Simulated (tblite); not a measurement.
C₂H₇Si (doublet state).
Z-matrix (Å and degrees, GFN2-xTB geometry), rows numbered from 1:
```
C 
C   1  1.5272
Si  2  1.8987  1  111.93
H   1  1.0896  2  111.01  3   179.97
H   1  1.0883  2  110.71  3   -60.00
H   1  1.0883  2  110.72  3    59.91
H   2  1.0919  1  108.97  3   122.03
H   2  1.0919  1  108.97  3  -122.07
H   3  1.4586  2  112.93  1   -64.70
H   3  1.4586  2  112.82  1    64.54
```

Method: GFN2-xTB as coded in tblite; computed harmonic values from a numerical Hessian at the method's own geometry, unscaled. Against measured fundamentals such values can be off by several per cent, at times by over 20. Modes of hydrogen on silicon can be 10 to 20 % off. One conformer, not necessarily the lowest. Open shells enter through the occupations alone, without spin polarisation, and single modes of such species can be off by tens of per cent.

Harmonic wavenumbers (cm⁻¹): 125.0, 227.5, 259.8, 486.6, 536.1, 713.0, 738.7, 759.9, 987.0, 1018.7, 1060.2, 1243.9, 1289.4, 1418.6, 1484.2, 1511.8, 1516.5, 2284.9, 2298.8, 2963.4, 2978.2, 3003.0, 3021.2, 3028.8.

A = 24468, B = 5122, C = 4716 MHz; mass 59.032 u (most abundant isotopes); point group Cs, symmetry number 1; spin multiplicity 2.

Task: What is the zero-point energy?

Result: ½Σν̃ = 17478 cm⁻¹ = 209.08 kJ/mol.

Task: What is S at 400 K and 1 bar for an ideal gas of classical rigid rotors and harmonic oscillators?

Result: Translation 165.82, rotation 103.30, vibration 55.04, spin (R ln 2) 5.76: S = 329.9 J/(mol K).

Task: And Cp and H(400 K) − H(0)?

Result: Cp = 101.72 J/(mol K), of which vibrations give 68.46 (their classical limit is 24 R = 199.5); H(400 K) − H(0) = 26.06 kJ/mol without the zero-point energy, 12.76 from vibrations.

Task: What must be added to the electronic energy to get the Gibbs energy at 400 K and 1 bar?

Result: ZPE + [H(400 K) − H(0)] − T·S = 209.08 + 26.06 − 131.97 = 103.17 kJ/mol.

Task: How do the functions run with temperature in this model?

Result: 
```json
{"T (K)": "150", "S (J/(mol K))": "256.4", "Cp (J/(mol K))": "55.7", "H − H(0) (kJ/mol)": "6.38", "G − H(0) (kJ/mol)": "-32.08", "ln q(vib)": "0.58"}
{"T (K)": "250", "S (J/(mol K))": "289.0", "Cp (J/(mol K))": "74.0", "H − H(0) (kJ/mol)": "12.85", "G − H(0) (kJ/mol)": "-59.41", "ln q(vib)": "1.40"}
{"T (K)": "298.15", "S (J/(mol K))": "302.9", "Cp (J/(mol K))": "83.2", "H − H(0) (kJ/mol)": "16.63", "G − H(0) (kJ/mol)": "-73.66", "ln q(vib)": "1.83"}
{"T (K)": "600", "S (J/(mol K))": "377.1", "Cp (J/(mol K))": "131.7", "H − H(0) (kJ/mol)": "49.55", "G − H(0) (kJ/mol)": "-176.73", "ln q(vib)": "4.74"}
{"T (K)": "900", "S (J/(mol K))": "437.0", "Cp (J/(mol K))": "163.3", "H − H(0) (kJ/mol)": "94.14", "G − H(0) (kJ/mol)": "-299.13", "ln q(vib)": "7.67"}
```

q(vib) and H(0) count from the zero-point level.

Task: Which modes carry the vibrational entropy at 400 K?

Result: 125.0 cm⁻¹: 15.03; 227.5 cm⁻¹: 10.21; 259.8 cm⁻¹: 9.17; 486.6 cm⁻¹: 4.65; 536.1 cm⁻¹: 4.03; 713.0 cm⁻¹: 2.44 J/(mol K); the other 18 give 9.50 together.

Hindered rotation and anharmonicity are outside this model. Other conformers, if any are populated, would add a mixing term that is left out.

On one thread of an Arm Neoverse V2, shared host, this took 0.11 s of wall time. The figure is for the frequency step alone.
